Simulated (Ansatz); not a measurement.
# BF2 radical: an energy map over bond length B2–F3 and angle F3–B2–F1

A grid of calculations on BF₂, SMILES F[B]F, spin multiplicity 2, to see where the energy is lowest and how it rises around there.

The runs use Ansatz 0.2.0; UHF/def2-TZVP.

### 1 Starting geometry

SMILES `F[B]F`, 3 atoms, charge 0, spin multiplicity 2.

Atoms are counted from 1 here; the program's logs count them from 0.

Bond lengths: F1–B2 1.318 Å, B2–F3 1.318 Å. Angles: F1–B2–F3 121.1°.

Geometry (Å):

```tsv
atom	x (Å)	y (Å)	z (Å)
F1	0.5178	-1.0539	0.1615
B2	0.2817	0.2430	0.1831
F3	-0.8104	0.7459	-0.3579
```

### 2 Relaxing the molecule

The input, input.yaml:

```yaml
crystal:
  periodic: [false, false, false]
  atoms:
    - { symbol: F, position_ang: [0.51779, -1.053884, 0.161474] }
    - { symbol: B, position_ang: [0.281707, 0.243045, 0.183094] }
    - { symbol: F, position_ang: [-0.810398, 0.745939, -0.357868] }
magnetization:
  spin_polarized: true
  initial_magnetization: 1
basis:
  gaussian: { orbitals: def2-TZVP }
hamiltonian:
  xc: hf
output:
  forces: true
relax:
  f_tol: 0.003
  max_steps: 120
```

Launch:

```console
ansatz run input.yaml --threads 1 --pin off --max-ram 2560MiB --backend cpu --events-out ev --progress --plain --runs-dir out
```

Standard output, cut to the lines that bear on the results:

```text
Warning: RAYON_NUM_THREADS=1 ignored (pool sized by the plan → 1); use --threads N
[...]
Functional definition: HF
[...]
619 factors; their error is unknown
[...]
mean field -6087.70817436 eV, -223.7191490108 hartree, gradient 1.5e-5 eV, S^2 0.752205; 0 other end points of the search recorded, 0 dependent functions left out
[...]
reference -6087.70817436 eV, -223.7191490108 hartree; 12, 11 occupied and 81, 82 virtual orbitals, 619 factors
relax step   1: F+E_penalty+E_count = -6087.70817436 eV  Δ(F+E_penalty+E_count) = +0.000e0 eV  max|allowed force component| = 1.286e0 eV/Å  Δτ_max = 0.0000 Å  (38 SCF iters, accepted)
[...]
relax step   4: F+E_penalty+E_count = -6087.74307100 eV  Δ(F+E_penalty+E_count) = -1.830e-5 eV  max|allowed force component| = 6.145e-3 eV/Å  Δτ_max = 0.0006 Å  (32 SCF iters, accepted)
[...]
relax step   5: F+E_penalty+E_count = -6087.74307346 eV  Δ(F+E_penalty+E_count) = -2.462e-6 eV  max|allowed force component| = 4.308e-5 eV/Å  Δτ_max = 0.0003 Å  (32 SCF iters, accepted)
619 factors; their error is unknown
[...]
mean field -6087.74307346 eV, -223.7204315293 hartree, gradient 1.1e-5 eV, S^2 0.752153; 1 other end points of the search recorded, 0 dependent functions left out
[...]
reference -6087.74307346 eV, -223.7204315293 hartree; 12, 11 occupied and 81, 82 virtual orbitals, 619 factors
Total energy: -6087.74307346 eV, -223.7204315293 hartree
Atom 0 at     0.504711    -1.032950     0.156734 Å, force    -0.000009     0.000043    -0.000000 eV/Å
Atom 1 at     0.278894     0.240435     0.181245 Å, force    -0.000027    -0.000025    -0.000017 eV/Å
Atom 2 at    -0.794506     0.727614    -0.351279 Å, force     0.000036    -0.000018     0.000018 eV/Å
Dipole moment:     0.076199     0.070681     0.050078 e Å
```

It took 3.9 s on 1 thread of Intel Xeon Platinum 8488C (Sapphire Rapids), shared host; peak memory 0.15 GiB.

Relaxation path:

```tsv
step	energy from step 1 (eV)	largest force component (eV/Å)
1	0.0000	1.2856
2	-0.0307	0.4669
3	-0.0349	0.0202
4	-0.0349	0.0061
5	-0.0349	0.0000
```

Distances of close pairs at the start and the end, largest changes first:

```tsv
bond	before (Å)	after (Å)	change (Å)
B2–F3	1.318	1.293	-0.025
F1–B2	1.318	1.293	-0.025
```

### 3 Setting up the map

The axes are (1) bond length B2–F3: 15 values from 1.061 to 1.940 Å; (2) angle F3–B2–F1: 15 values from 95.5 to 145.5 °.

Nothing else is relaxed (all other coordinates rigid). Energies count from the relaxed molecule at the same level. Points are written as (first, second).

Below, 3 of the grid's runs; all are launched alike.

### 4 Grid point (1.312 Å, 120.5°)

The input, input.yaml:

```yaml
crystal:
  periodic: [false, false, false]
  atoms:
    - { symbol: F, position_ang: [0.504711, -1.03295, 0.156734] }
    - { symbol: B, position_ang: [0.278894, 0.240435, 0.181245] }
    - { symbol: F, position_ang: [-0.810009, 0.734134, -0.359031] }
magnetization:
  spin_polarized: true
  initial_magnetization: 1
basis:
  gaussian: { orbitals: def2-TZVP }
hamiltonian:
  xc: hf
output:
  forces: true
```

Launch:

```console
ansatz run input.yaml --threads 1 --pin off --max-ram 2560MiB --backend cpu --events-out ev --progress --plain --runs-dir out
```

Standard output, cut to the lines that bear on the results:

```text
Warning: RAYON_NUM_THREADS=1 ignored (pool sized by the plan → 1); use --threads N
[...]
[... 1 set-up line as earlier in the session ...]
[...]
619 factors; their error is unknown
[...]
mean field -6087.73476230 eV, -223.7201260996 hartree, gradient 2.2e-5 eV, S^2 0.752170; 0 other end points of the search recorded, 0 dependent functions left out
[...]
reference -6087.73476230 eV, -223.7201260996 hartree; 12, 11 occupied and 81, 82 virtual orbitals, 619 factors
Total energy: -6087.73476230 eV, -223.7201260996 hartree
Atom 0 at     0.504711    -1.032950     0.156734 Å, force    -0.042759     0.106320    -0.011078 eV/Å
Atom 1 at     0.278894     0.240435     0.181245 Å, force    -0.680950     0.249758    -0.344741 eV/Å
Atom 2 at    -0.810009     0.734134    -0.359031 Å, force     0.723709    -0.356078     0.355820 eV/Å
Dipole moment:     0.093464     0.061179     0.058449 e Å
```

It took 0.64 s on 1 thread of Intel Xeon Platinum 8488C (Sapphire Rapids), shared host; peak memory 0.13 GiB.

On the map this point reads 0.8 kJ/mol.

### 5 Grid point (1.249 Å, 109.8°)

input.yaml, as its differences from that of step 4:

```diff
@@ -5,3 +5,3 @@
     - { symbol: B, position_ang: [0.278894, 0.240435, 0.181245] }
-    - { symbol: F, position_ang: [-0.810009, 0.734134, -0.359031] }
+    - { symbol: F, position_ang: [-0.806081, 0.488701, -0.385495] }
 magnetization:
```

Launch:

```console
ansatz run input.yaml --threads 1 --pin off --max-ram 2560MiB --backend cpu --events-out ev --progress --plain --runs-dir out
```

Standard output, cut to the lines that bear on the results:

```text
Warning: RAYON_NUM_THREADS=1 ignored (pool sized by the plan → 1); use --threads N
[...]
[... 1 set-up line as earlier in the session ...]
[...]
619 factors; their error is unknown
[...]
mean field -6087.50312627 eV, -223.7116136326 hartree, gradient 2.3e-5 eV, S^2 0.752038; 0 other end points of the search recorded, 0 dependent functions left out
[...]
reference -6087.50312627 eV, -223.7116136326 hartree; 12, 11 occupied and 81, 82 virtual orbitals, 619 factors
Total energy: -6087.50312627 eV, -223.7116136326 hartree
Atom 0 at     0.504711    -1.032950     0.156734 Å, force     1.496126    -0.742618     0.734829 eV/Å
Atom 1 at     0.278894     0.240435     0.181245 Å, force     1.130698    -1.459829     0.450560 eV/Å
Atom 2 at    -0.806081     0.488701    -0.385495 Å, force    -2.626824     2.202447    -1.185389 eV/Å
Dipole moment:     0.089690     0.166164     0.068620 e Å
```

Run time: 0.67 s. Hardware: 1 thread of Intel Xeon Platinum 8488C (Sapphire Rapids), shared host; peak memory 0.14 GiB.

Energy on the map's scale: 23 kJ/mol.

### 6 Grid point (1.752 Å, 120.5°)

input.yaml, as its differences from that of step 5:

```diff
@@ -5,3 +5,3 @@
     - { symbol: B, position_ang: [0.278894, 0.240435, 0.181245] }
-    - { symbol: F, position_ang: [-0.806081, 0.488701, -0.385495] }
+    - { symbol: F, position_ang: [-1.175189, 0.899704, -0.540221] }
 magnetization:
```

Launch:

```console
ansatz run input.yaml --threads 1 --pin off --max-ram 2560MiB --backend cpu --events-out ev --progress --plain --runs-dir out
```

Standard output, cut to the lines that bear on the results:

```text
Warning: RAYON_NUM_THREADS=1 ignored (pool sized by the plan → 1); use --threads N
[...]
[... 1 set-up line as earlier in the session ...]
[...]
619 factors; their error is unknown
[...]
mean field -6085.47656002 eV, -223.6371386965 hartree, gradient 1.7e-5 eV, S^2 0.763342; 0 other end points of the search recorded, 0 dependent functions left out
[...]
reference -6085.47656002 eV, -223.6371386965 hartree; 12, 11 occupied and 81, 82 virtual orbitals, 619 factors
Total energy: -6085.47656002 eV, -223.6371386965 hartree
Atom 0 at     0.504711    -1.032950     0.156734 Å, force    -0.625525     2.021506    -0.107703 eV/Å
Atom 1 at     0.278894     0.240435     0.181245 Å, force    -4.392216     0.487349    -2.354657 eV/Å
Atom 2 at    -1.175189     0.899704    -0.540221 Å, force     5.017741    -2.508855     2.462360 eV/Å
Dipole moment:     0.502587    -0.162577     0.256980 e Å
```

Wall time 0.73 s (1 thread of Intel Xeon Platinum 8488C (Sapphire Rapids), shared host); peak memory 0.13 GiB.

Energy on the map's scale: 219 kJ/mol.

### 7 Energy over the grid

225 points were computed. Energies in kJ/mol, from the relaxed molecule at the same level:

| angle F3–B2–F1 (°) ↓, bond length B2–F3 (Å) → | 1.061 | 1.123 | 1.186 | 1.249 | 1.312 | 1.375 | 1.438 | 1.500 | 1.563 | 1.626 | 1.689 | 1.752 | 1.815 | 1.877 | 1.940 |
| --- | --- | --- | --- | --- | --- | --- | --- | --- | --- | --- | --- | --- | --- | --- | --- |
| 145.5 | 272 | 157 | 93 | 66 | 63 | 77 | 102 | 132 | 167 | 202 | 238 | 271 | 302 | 329 | 350 |
| 142.0 | 257 | 142 | 78 | 50 | 48 | 62 | 87 | 118 | 153 | 189 | 225 | 260 | 292 | 320 | 343 |
| 138.4 | 245 | 129 | 64 | 37 | 34 | 49 | 74 | 105 | 140 | 177 | 214 | 250 | 283 | 312 | 337 |
| 134.8 | 235 | 118 | 53 | 25 | 23 | 37 | 62 | 94 | 129 | 167 | 204 | 241 | 275 | 305 | 331 |
| 131.2 | 227 | 110 | 45 | 16 | 14 | 28 | 53 | 84 | 120 | 158 | 196 | 233 | 268 | 299 | 326 |
| 127.7 | 223 | 105 | 39 | 10 | 7 | 21 | 46 | 77 | 113 | 151 | 189 | 227 | 262 | 294 | 323 |
| 124.1 | 222 | 103 | 36 | 6 | 2 | 16 | 41 | 72 | 108 | 146 | 184 | 222 | 258 | 291 | 320 |
| 120.5 | 224 | 104 | 36 | 5 | 1 | 14 | 38 | 69 | 105 | 142 | 181 | 219 | 255 | 288 | 318 |
| 117.0 | 230 | 108 | 39 | 7 | 2 | 14 | 38 | 68 | 104 | 141 | 179 | 217 | 254 | 287 | 317 |
| 113.4 | 241 | 117 | 46 | 13 | 7 | 18 | 40 | 70 | 105 | 142 | 180 | 218 | 254 | 287 | 318 |
| 109.8 | 257 | 131 | 58 | 23 | 15 | 25 | 46 | 75 | 109 | 145 | 183 | 220 | 256 | 289 | 320 |
| 106.2 | 279 | 150 | 75 | 38 | 27 | 35 | 55 | 83 | 116 | 151 | 188 | 224 | 260 | 293 | 323 |
| 102.7 | 307 | 175 | 97 | 57 | 44 | 50 | 68 | 94 | 126 | 160 | 195 | 231 | 266 | 299 | 328 |
| 99.1 | 345 | 209 | 126 | 83 | 67 | 70 | 86 | 110 | 140 | 172 | 206 | 241 | 275 | 306 | 335 |
| 95.5 | 392 | 251 | 164 | 117 | 97 | 97 | 110 | 131 | 158 | 188 | 221 | 254 | 286 | 317 | 344 |

The largest force on an atom (eV/Å) at each point:

```tsv
angle F3–B2–F1 (°) ↓, bond length B2–F3 (Å) →	1.061	1.123	1.186	1.249	1.312	1.375	1.438	1.500	1.563	1.626	1.689	1.752	1.815	1.877	1.940
145.5	25.6	15.7	9.2	5.2	3.6	3.8	5.0	5.7	6.0	6.1	5.9	5.5	4.9	4.1	3.1
142.0	25.5	15.6	8.9	4.8	3.1	3.8	5.0	5.7	6.1	6.1	6.0	5.6	5.1	4.3	3.4
138.4	25.4	15.4	8.6	4.3	2.5	3.7	5.0	5.7	6.1	6.2	6.1	5.8	5.3	4.6	3.6
134.8	25.2	15.2	8.3	3.9	2.0	3.6	4.9	5.7	6.2	6.3	6.2	5.9	5.4	4.8	3.8
131.2	25.2	15.0	8.0	3.5	1.5	3.5	4.9	5.7	6.2	6.3	6.2	6.0	5.6	4.9	4.0
127.7	25.3	14.8	7.7	3.1	1.3	3.4	4.8	5.7	6.2	6.3	6.3	6.1	5.7	5.1	4.2
124.1	25.5	15.0	7.5	2.7	1.1	3.3	4.8	5.7	6.1	6.3	6.3	6.1	5.7	5.2	4.3
120.5	25.7	15.2	7.7	2.6	0.9	3.2	4.7	5.6	6.1	6.3	6.3	6.1	5.8	5.3	4.4
117.0	26.0	15.4	7.9	2.8	1.2	3.2	4.6	5.5	6.0	6.3	6.3	6.1	5.8	5.3	4.5
113.4	26.4	15.8	8.3	3.1	1.7	3.6	4.9	5.6	6.0	6.2	6.2	6.1	5.8	5.4	4.5
109.8	26.9	16.2	8.7	3.6	2.2	4.0	5.3	6.0	6.4	6.5	6.4	6.2	5.9	5.5	4.8
106.2	27.5	16.8	9.3	4.3	2.6	4.5	5.7	6.4	6.8	6.9	6.8	6.6	6.4	5.9	5.2
102.7	28.3	17.5	10.0	5.0	3.1	4.9	6.1	6.8	7.2	7.3	7.2	7.0	6.7	6.3	5.5
99.1	29.2	18.5	11.0	6.0	3.7	5.3	6.5	7.2	7.6	7.7	7.6	7.4	7.1	6.7	5.8
95.5	30.5	19.7	12.2	7.3	4.8	5.7	6.9	7.6	7.9	8.0	8.0	7.8	7.5	7.0	6.0
```

The dipole moment (D) at each point:

| angle F3–B2–F1 (°) ↓, bond length B2–F3 (Å) → | 1.061 | 1.123 | 1.186 | 1.249 | 1.312 | 1.375 | 1.438 | 1.500 | 1.563 | 1.626 | 1.689 | 1.752 | 1.815 | 1.877 | 1.940 |
| --- | --- | --- | --- | --- | --- | --- | --- | --- | --- | --- | --- | --- | --- | --- | --- |
| 145.5 | 1.67 | 1.36 | 1.06 | 0.81 | 0.66 | 0.68 | 0.87 | 1.15 | 1.48 | 1.82 | 2.16 | 2.46 | 2.67 | 2.69 | 2.50 |
| 142.0 | 1.55 | 1.23 | 0.92 | 0.64 | 0.48 | 0.55 | 0.80 | 1.11 | 1.46 | 1.81 | 2.16 | 2.47 | 2.70 | 2.75 | 2.57 |
| 138.4 | 1.45 | 1.11 | 0.78 | 0.48 | 0.30 | 0.46 | 0.77 | 1.11 | 1.46 | 1.82 | 2.17 | 2.50 | 2.74 | 2.81 | 2.65 |
| 134.8 | 1.35 | 1.01 | 0.67 | 0.33 | 0.14 | 0.43 | 0.78 | 1.13 | 1.49 | 1.86 | 2.21 | 2.54 | 2.79 | 2.89 | 2.74 |
| 131.2 | 1.28 | 0.94 | 0.59 | 0.24 | 0.12 | 0.47 | 0.83 | 1.19 | 1.55 | 1.91 | 2.26 | 2.59 | 2.85 | 2.97 | 2.83 |
| 127.7 | 1.22 | 0.88 | 0.55 | 0.25 | 0.27 | 0.57 | 0.92 | 1.26 | 1.62 | 1.98 | 2.33 | 2.66 | 2.92 | 3.05 | 2.92 |
| 124.1 | 1.18 | 0.86 | 0.56 | 0.36 | 0.44 | 0.71 | 1.03 | 1.36 | 1.71 | 2.06 | 2.41 | 2.73 | 3.00 | 3.14 | 3.02 |
| 120.5 | 1.16 | 0.87 | 0.62 | 0.50 | 0.61 | 0.85 | 1.16 | 1.48 | 1.82 | 2.16 | 2.50 | 2.82 | 3.09 | 3.24 | 3.12 |
| 117.0 | 1.16 | 0.90 | 0.71 | 0.65 | 0.77 | 1.00 | 1.29 | 1.60 | 1.93 | 2.26 | 2.60 | 2.92 | 3.19 | 3.34 | 3.22 |
| 113.4 | 1.19 | 0.96 | 0.82 | 0.81 | 0.94 | 1.16 | 1.43 | 1.73 | 2.05 | 2.38 | 2.71 | 3.02 | 3.29 | 3.44 | 3.31 |
| 109.8 | 1.23 | 1.04 | 0.94 | 0.96 | 1.10 | 1.32 | 1.58 | 1.87 | 2.18 | 2.50 | 2.82 | 3.13 | 3.40 | 3.55 | 3.40 |
| 106.2 | 1.28 | 1.13 | 1.07 | 1.12 | 1.26 | 1.47 | 1.73 | 2.01 | 2.31 | 2.63 | 2.94 | 3.24 | 3.51 | 3.65 | 3.48 |
| 102.7 | 1.35 | 1.23 | 1.20 | 1.27 | 1.42 | 1.63 | 1.88 | 2.15 | 2.45 | 2.75 | 3.06 | 3.36 | 3.62 | 3.75 | 3.54 |
| 99.1 | 1.43 | 1.34 | 1.34 | 1.42 | 1.57 | 1.78 | 2.02 | 2.29 | 2.58 | 2.88 | 3.19 | 3.48 | 3.73 | 3.85 | 3.58 |
| 95.5 | 1.51 | 1.45 | 1.47 | 1.57 | 1.72 | 1.93 | 2.17 | 2.43 | 2.72 | 3.02 | 3.31 | 3.60 | 3.84 | 3.94 | 3.58 |

### 8 Outcome

| quantity | value |
| --- | --- |
| lowest point | (1.312 Å, 120.5°), 0.8 kJ/mol |
| highest computed point | (1.061 Å, 95.5°), 392 kJ/mol above the lowest |
| largest force on an atom (eV/Å) | 0.9 at (1.312 Å, 120.5°) to 30.5 at (1.061 Å, 95.5°); 0.9 at the lowest point |
| dipole moment (D) | 0.12 at (1.312 Å, 131.2°) to 3.94 at (1.877 Å, 95.5°); 0.61 at the lowest point |
| time for the whole task | 3.1 min on 1 thread, shared host |

**Reading.** The lowest computed point is at (1.312 Å, 120.5°), 0.8 kJ/mol from the relaxed molecule at the same level. The grid is coarse, so the lowest point of the scanned range may lie between grid points; coordinates that were held can hide deeper minima. The grid shows no other well, apart from its symmetry copies. The highest computed point, (1.061 Å, 95.5°), lies 392 kJ/mol above the lowest. Round the minimum the two coordinates are nearly uncoupled.
